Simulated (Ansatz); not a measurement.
We consider α-N2, described by HSE06 in Ansatz (PAW).

Run with plane-wave cutoff 520 eV, 4×4×4 k mesh, Fermi–Dirac smearing 0.01 eV, scalar-relativistic PAW data made under PBE.

Starting structure:

```xyz
8
Lattice="5.6500 0.0000 0.0000 0.0000 5.6500 0.0000 0.0000 0.0000 5.6500" Properties=species:S:1:pos:R:3 pbc="T T T"
N      5.3336     3.1414     2.5086
N      2.5086     5.3336     3.1414
N      5.3336     5.3336     5.3336
N      0.3164     0.3164     0.3164
N      3.1414     2.5086     5.3336
N      3.1414     0.3164     2.5086
N      2.5086     3.1414     0.3164
N      0.3164     2.5086     3.1414
```

**Question.** Into what structure does the relaxation of cell and atoms lead at this level, with the symmetry of the start kept?

**Answer.** The volume grows by 31 %; final space group Pa-3.
```xyz
8
Lattice="6.1854 0.0000 0.0000 0.0000 6.1854 0.0000 0.0000 0.0000 6.1854" Properties=species:S:1:pos:R:3 pbc="T T T"
N      5.8712     3.4069     2.7785
N      2.7785     5.8712     3.4069
N      5.8712     5.8712     5.8712
N      0.3142     0.3142     0.3142
N      3.4069     2.7785     5.8712
N      3.4069     0.3142     2.7785
N      2.7785     3.4069     0.3142
N      0.3142     2.7785     3.4069
```

Note: the cell comes from a level without a dispersion term, which matters for the spacing of layers, chains or molecules.

Ansatz is an electronic-structure program.
